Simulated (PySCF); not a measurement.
C4H4N2.
Numbering: `[cH:1]1[cH:2][n:3][cH:4][cH:5][n:6]1` (hydrogens: H7 on C1; H8 on C2; H9 on C4; H10 on C5)

Level of theory: PBE0-D3(BJ)/def2-SVP geometry optimisation, gas phase (PySCF 2.14.0).

What internal coordinates does the optimisation give?

```json
{"bond": "C1–C2, C4–C5", "length (Å)": "1.397", "order": "aromatic"}
{"bond": "C1–N6 and 3 like bonds", "length (Å)": "1.329", "order": "aromatic"}
{"bond": "C1–H7 and 3 like bonds", "length (Å)": "1.096", "order": "single"}
```

Bonds in one row agree within 0.01 Å and their mean is given. Orders are formal, as drawn. A selection of angles:
```json
{"angle": "C2–C1–N6", "degrees": "121.8"}
{"angle": "C2–C1–H7", "degrees": "120.7"}
{"angle": "N6–C1–H7", "degrees": "117.5"}
{"angle": "C2–N3–C4", "degrees": "116.4"}
```

The 6-membered ring C1–C2–N3–C4–C5–N6 has internal angles of 116.4° to 121.8° (sum 720°, against 720° for a flat polygon); it is planar, 0.00 Å rms from its mean plane, widest ring torsion 0°. All 4 C–N bonds measure 1.329 Å. N3 (pyridine-type nitrogen) is bent (angle 116.4°). The 6 heavy atoms lie in one plane (0.000 Å rms).

Point group: D2h (every atom within 0.08 Å of its image). No frequency check.
